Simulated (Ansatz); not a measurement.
The first iterations of a band of CH2NO (5 atoms, charge -1, multiplicity 1).

Method: RKS CAM-B3LYP-D4/def2-SVP (Ansatz 0.2.0).

* movable images: 7
* climbing image: yes
* spring: 5.0 eV/Å²
* optimiser: quadratic models (default)
* start path: through a guess of the saddle point
* force threshold: 0.05 eV/Å
* iteration limit: 60
* end points: relaxed

Image 0:

```xyz
5
Properties=species:S:1:pos:R:3
N -0.080 0.076 -1.005
C 0.226 -0.207 0.241
O 1.084 -0.992 0.680
H -0.838 0.767 -0.962
H -0.392 0.356 1.045
```

Image 8:

```xyz
5
Properties=species:S:1:pos:R:3
N -0.079 0.075 -1.138
C -0.261 0.239 0.132
O 0.667 -0.611 0.836
H -0.765 0.702 -1.577
H 0.439 -0.404 1.746
```

| iteration | highest image above the first end (eV) | largest band force component (eV/Å) |
| --- | --- | --- |
| 1 | 3.500 | 5.239 |
| 2 | 3.130 | 1.812 |

Task: Does the band converge within its limit, and where does its top end?

Result: The forces met the threshold. It ended after 7 iterations with the highest image 3.147 eV above the first end. A vibrational analysis at the climbing image gives one clearly imaginary mode, 1868i cm⁻¹: a first-order saddle point. The orbitals stay closed-shell, which can raise the energy where a bond breaks towards radicals; this wasn't checked here. Limits of this set-up: an anion without diffuse functions, the dipole of an ion depends on the origin.

Time of the run: 46 s on 1 CPU thread of a shared host.
